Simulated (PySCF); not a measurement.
## Detachment energy (adiabatic, 0 K with zero-point energy, eV)

Level of theory: PBE0-D3(BJ)/ma-def2-TZVP single points in PySCF, grid level 2; every species was optimised with PBE0-D3(BJ)/ma-def2-SVP. The prefix ma- adds one diffuse s and one diffuse p function on all atoms but H. Zero-point energies come from unscaled PBE0-D3(BJ)/ma-def2-SVP harmonic frequencies.

```jsonl
{"molecule": "phosphanide, [PH2-] ([PH2]-)", "value": "1.16"}
{"molecule": "[BH3-]O ([BH4O]-)", "value": "2.47"}
{"molecule": "[O-]C#P ([COP]-)", "value": "2.56"}
{"molecule": "ethynide, [C-]#C ([C2H]-)", "value": "2.93"}
{"molecule": "O=C[O-] ([CHO2]-)", "value": "3.27"}
{"molecule": "cyanide, [C-]#N ([CN]-)", "value": "3.90"}
```

Gas phase, one low conformer a species, no spin-orbit coupling; the best conformer of a species may have been missed, which can turn small differences round.

Notes. formate: O1 and O3 are equivalent in the parent, but the relaxed radical is symmetry-broken (C2v to Cs), which is often an artefact of the method; its spin populations, distances and adiabatic value belong to that structure, while photoelectron spectra of formate point to a C2v radical.
